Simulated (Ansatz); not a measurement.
**ClH3SSi: functionals against CCSD(T) at one geometry**

An exercise on one series of results from a longer session: the logs are not shown, and one member is left open.

Program: Ansatz 0.2.0, Gaussian basis. Level of theory: single points in def2-TZVPP. These are calculated values, not measurements.

Cores are frozen in the correlated methods.

**The system as given**

SMILES `S[SiH2]Cl`, 6 atoms, charge 0, spin multiplicity 1.

Atoms are counted from 1 here; the program's logs count them from 0.

Bond lengths: S1–Si2 1.939 Å, S1–H4 1.221 Å, Si2–Cl3 2.150 Å, Si2–H5 1.264 Å, Si2–H6 1.370 Å. Angles: Si2–S1–H4 104.8°, S1–Si2–Cl3 108.2°, S1–Si2–H5 113.1°, S1–Si2–H6 104.3°, Cl3–Si2–H5 110.0°, Cl3–Si2–H6 102.1°, H5–Si2–H6 118.2°.

Coordinates:

```xyz
6

S    -0.9109   -1.1381   -0.3629
Si    0.5551    0.0089    0.1807
Cl   -0.2173    1.9952    0.4622
H    -1.5268   -0.4847   -1.1896
H     1.5050    0.0282   -0.6534
H     0.8299   -0.3781    1.4662
```

Set-up of the first run:

The input, run/in.yaml:

```yaml
crystal:
  periodic: [false, false, false]
  atoms:
    - {symbol: S, position_ang: [-0.910900, -1.138100, -0.362900]}
    - {symbol: Si, position_ang: [0.555100, 0.008900, 0.180700]}
    - {symbol: Cl, position_ang: [-0.217300, 1.995200, 0.462200]}
    - {symbol: H, position_ang: [-1.526800, -0.484700, -1.189600]}
    - {symbol: H, position_ang: [1.505000, 0.028200, -0.653400]}
    - {symbol: H, position_ang: [0.829900, -0.378100, 1.466200]}
basis:
  gaussian: {orbitals: def2-TZVPP}
correlation: {method: ccsd_t}
output: {forces: true}
```

No record of the launch command was kept for these runs.

Among the steps run: CCSD(T)/def2-TZVPP; PBE0-D4/def2-TZVPP; wB97M-V/def2-TZVPP; r2SCAN-D4/def2-TZVPP; PBE-D4/def2-TZVPP; BHLYP-D4/def2-TZVPP; revPBE-D4/def2-TZVPP.

One table of the session follows, with a row left open; its other results are not shown here.

```
   method  RMS force component (eV/Å)  angle to CCSD(T) forces (°)  dipole (D)
  CCSD(T)                       2.823                    reference        1.64
  PBE0-D4                       2.833                          2.4        1.64
  wB97M-V                           ?                            ?           ?
r2SCAN-D4                       2.815                          2.3        1.62
   PBE-D4                       2.873                          3.5        1.54
 BHLYP-D4                       2.729                          1.2        1.74
revPBE-D4                       2.885                          3.4        1.54
```

Estimate the missing values for wB97M-V.

As computed: RMS force component (eV/Å): 2.767; angle to CCSD(T) forces (°): 1.1; dipole (D): 1.68. In the column «RMS force component (eV/Å)» it lies between BHLYP-D4 (2.729) and r2SCAN-D4 (2.815).
